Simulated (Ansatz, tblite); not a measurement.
**The cluster Mo2S2+: rung by rung**

An exercise on one series of results from a longer session: the logs are not shown, and one member is left open.

The runs use Ansatz 0.2.0, Gaussian basis; as each input shows.

The runs, in order: GFN1-xTB, GFN2-xTB, PBE-D4/def2-TZVP, r2SCAN-D4/def2-TZVP, CAM-B3LYP-D4/def2-TZVP, BLYP-D4/def2-TZVP, r2SCAN0-D4/def2-TZVP, ωB97M-V/def2-TZVP, revPBE-D4/def2-TZVP, PBE-D4/def2-SVP, PBE0-D4/def2-SVP, CCSD(T)/def2-SVP, MP2/def2-TZVP, RPA/def2-TZVP.

5 further runs of the same task are left out: 5 set aside as unsound or not needed. Runs told in other sessions of the task aren't counted.

## The structure

The doublet was relaxed beforehand with PBE0-D4/def2-SVP. At that level it is the lowest of the isomers that a small search found.

4 atoms, charge 1, spin multiplicity 2.

Bond lengths: Mo1–S3 2.355 Å, Mo1–S4 2.355 Å, Mo2–S3 2.227 Å, Mo2–S4 2.228 Å. Angles: S3–Mo1–S4 107.8°, S3–Mo2–S4 117.4°, Mo1–S3–Mo2 67.4°, Mo1–S4–Mo2 67.4°.

Mo takes a core potential in the def2 sets. No spin-orbit coupling is included. The ion is computed in the gas phase, without counter-ions or solvent.

PBE0-D4/def2-TZVP was run before; its log isn't repeated, and its numbers join the tables.

Set-up of the first run:

Tight binding, by tblite at 300 K electronic temperature and without a spin-polarisation term:

```python
tblite.interface.Calculator('GFN1-xTB', numbers, positions, charge=1, uhf=1).singlepoint()
```

Tight binding, by tblite at 300 K electronic temperature and without a spin-polarisation term:

```python
tblite.interface.Calculator('GFN2-xTB', numbers, positions, charge=1, uhf=1).singlepoint()
```

start.molden holds the orbitals of an earlier run on this state, given as this run's starting guess.

File in.yaml:

```yaml
crystal:
  periodic: [false, false, false]
  atoms:
    - {symbol: Mo, position_ang: [-0.134560, 0.671275, -1.139772]}
    - {symbol: Mo, position_ang: [0.122940, -0.613486, 1.041186]}
    - {symbol: S, position_ang: [1.888694, 0.241010, -0.013734]}
    - {symbol: S, position_ang: [-1.877074, -0.298799, 0.112310]}
basis:
  gaussian: {orbitals: def2-TZVP, initial_orbitals: start.molden}
total_charge: 1
magnetization: {spin_polarized: true, initial_magnetization: 1}
hamiltonian: {xc: pbe, dispersion: d4}
scf: {omitted_lower_state_checks: [starts]}
output: {orbitals: {seedname: orbitals}}
```

On the command line:

```console
$ ansatz run in.yaml --threads 4 --pin off --events-out ev --progress --plain --max-ram 3916MiB
```

Steps of the session up to this table: PBE-D4/def2-TZVP; r2SCAN-D4/def2-TZVP; CAM-B3LYP-D4/def2-TZVP; BLYP-D4/def2-TZVP; r2SCAN0-D4/def2-TZVP; ωB97M-V/def2-TZVP; revPBE-D4/def2-TZVP; PBE-D4/def2-SVP; PBE0-D4/def2-SVP; CCSD(T)/def2-SVP; MP2/def2-TZVP; RPA/def2-TZVP.

One table of the session follows, with a row left open; its other results are not shown here.

```
                 level  HOMO (eV)  LUMO (eV)  gap (eV)
       PBE-D4/def2-SVP     -10.17      -9.41      0.76
      PBE-D4/def2-TZVP     -10.04      -9.28      0.76
   revPBE-D4/def2-TZVP          ?          ?         ?
     BLYP-D4/def2-TZVP      -9.86      -9.13      0.73
   r2SCAN-D4/def2-TZVP     -10.39      -9.16      1.22
      PBE0-D4/def2-SVP     -11.46      -8.50      2.96
     PBE0-D4/def2-TZVP     -11.30      -8.36      2.94
  r2SCAN0-D4/def2-TZVP     -11.54      -8.35      3.19
CAM-B3LYP-D4/def2-TZVP     -12.51      -7.15      5.36
     ωB97M-V/def2-TZVP     -13.38      -6.22      7.16
```

**Question.** Estimate the row for revPBE-D4/def2-TZVP.

As computed: HOMO (eV): -9.99; LUMO (eV): -9.18; gap (eV): 0.80. In the column «HOMO (eV)» it lies between PBE-D4/def2-TZVP (-10.04) and BLYP-D4/def2-TZVP (-9.86).

Limits of these values: Doubts: large T1 diagnostic, spin contamination. Notes on CCSD(T)/def2-SVP: large T1 diagnostic, spin contamination.
